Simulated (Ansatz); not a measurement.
Ideal-gas functions of CS at 400 K and 1 bar, from an Ansatz frequency run at PBE0-D4/def2-TZVP.

Molar mass 44.08 g/mol, point group C∞v (symmetry number 1), electronic degeneracy 1, moments of inertia 20.437 u Å². Harmonic wavenumbers (cm⁻¹, unscaled): 1333.

Use S(trans) = R[1.5 ln M + 2.5 ln T − 1.1517]; rotational temperatures θ = 24.2544 K / I; S(rot) = R[ln(T/σθ) + 1]; for each mode x = 1.438777 ν̃/T, S = R[x/(eˣ − 1) − ln(1 − e⁻ˣ)] and H = RT x/(eˣ − 1); 1 cm⁻¹ = 0.0119627 kJ/mol; R = 8.31446 J/(mol·K).

**Question.** By hand: the entropy, in J/(mol·K).

**Answer.** Translation 162.2. Rotation: θ = 1.1868 K, giving 56.7. Vibration, mode by mode: 0.40, in all 0.4. Electronic 0.0. Sum 219.3 J/(mol·K).

**Question.** By hand: H − E and G − E in kJ/mol, counted from the electronic energy.

**Answer.** Zero-point energy ½ × 1333 × 0.0119627 = 8.0; thermal vibration 0.1; translation, rotation and pV give 3.5 RT = 11.6. H − E = 19.7 kJ/mol, and G − E = 19.7 − 400 × 219.3/1000 = -68.0 kJ/mol.

Vibration gives 0 % of the entropy; all modes have x over 3 and are hardly excited.
